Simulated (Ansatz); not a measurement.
Consider the isomerisation: `FC1=CCCC1` → `FC1C=CCC1`.

Gas-phase electronic energies from Ansatz, PBE0-D4/def2-TZVP geometries. CCSD(T)/CBS is the MP2 limit (def2-TZVPP, def2-QZVPP) plus CCSD(T) − MP2 in def2-TZVPP, frozen cores. DFT in def2-TZVPP.

(1) Is it downhill or uphill in electronic energy at CCSD(T)/CBS, and by how much? (An estimate is asked.)

(2) What do these levels give: LDA (SPW92), B97M-V, r2SCANh-D4, r2SCAN0-D4, ωB97X-V, PBE-QIDH, r2SCAN0, BHLYP, CCSD/def2-TZVPP, CCSD(T)/def2-TZVPP, MP2/def2-QZVPP, MP2/CBS(def2)? (An estimate is asked.)

Largest T1 diagnostic among the species: 0.011.

## Answers

(1) The calculation gave: Downhill: ΔE = -0.07 eV.

(2) Ansatz gave: LDA (SPW92) 0.04, B97M-V -0.02, r2SCANh-D4 -0.02, r2SCAN0-D4 -0.01, ωB97X-V -0.04, PBE-QIDH -0.01, r2SCAN0 -0.01, BHLYP -0.05, CCSD/def2-TZVPP -0.05, CCSD(T)/def2-TZVPP -0.05, MP2/def2-QZVPP -0.05, MP2/CBS(def2) -0.06 eV.

At CCSD(T), def2-SVP lies +0.08 eV from the extrapolated value and def2-TZVPP +0.02 eV. Leaving LDA and LC-ωPBE aside and taking each functional with its dispersion term where it has one, the values, not all of them listed here, spread over 0.06 eV, from BHLYP-D4 to HSE06-D4. LDA lies +0.03 eV from PBE without D4.
